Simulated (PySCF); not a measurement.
Below is a simulated gas-phase Si 2p photoelectron spectrum of `FC[SiH3]`.

Every computed line was given a Gaussian of 0.8 eV full width at half maximum and an area set by the number of equivalent atoms (split 2:1 within a doublet); the highest printed point is 100. Theory: delta-SCF UKS SCAN, pcX-2 on the ionised atom, pcseg-1 elsewhere, spin-free X2C in PySCF.

| binding energy (eV) | intensity |
| --- | --- |
| 105.9 | 0 |
| 106.0 | 1 |
| 106.1 | 2 |
| 106.2 | 5 |
| 106.3 | 9 |
| 106.4 | 17 |
| 106.5 | 27 |
| 106.6 | 42 |
| 106.7 | 58 |
| 106.8 | 74 |
| 106.9 | 88 |
| 107.0 | 97 |
| 107.1 | 100 |
| 107.2 | 98 |
| 107.3 | 91 |
| 107.4 | 83 |
| 107.5 | 75 |
| 107.6 | 66 |
| 107.7 | 57 |
| 107.8 | 47 |
| 107.9 | 37 |
| 108.0 | 28 |
| 108.1 | 19 |
| 108.2 | 12 |
| 108.3 | 7 |
| 108.4 | 4 |
| 108.5 | 2 |
| 108.6 | 1 |
| 108.7 | 0 |
| 108.8 | 0 |

Q: How many maxima does the curve show, and how many computed lines lie under it?

A: The curve has 1 maximum (at 107.1 eV). Under it lie 2 lines from 1 inequivalent silicon site, drawn as a 2p3/2, 2p1/2 pair. At this width some lines have no maximum of their own.

Q: Decompose the envelope and assign each component. Numbering: `[F:1][CH2:2][SiH3:3]`.

A: 
```csv
position (eV),relative area,line,atoms,environment
107.02,0.67,Si 2p3/2,Si3,SiH3 silicon
107.65,0.33,Si 2p1/2,Si3,SiH3 silicon
```

Q: What are the centre and the root-mean-square width of the whole band?

A: The area-weighted mean of the lines is 107.23 eV. Their own spread about it is 0.29 eV (rms) and each Gaussian has σ = 0.8/2.355 = 0.34 eV; the variances add, which gives 0.45 eV.

The curve has no shake-up lines and no vibrational structure. 2p3/2 and 2p1/2 are the ΔSCF energy of one spin-free 2p hole plus the eigenvalues of a spin–orbit and ligand-field matrix of the shell. 2p1/2 minus 2p3/2 (ligand field included): Si 0.62 eV. Geometry: GFN2-xTB; no solvent, vibrations or thermal averaging.

Time: 8.0 s of wall time. Hardware: one thread of an x86-64 server, no GPU, shared host.
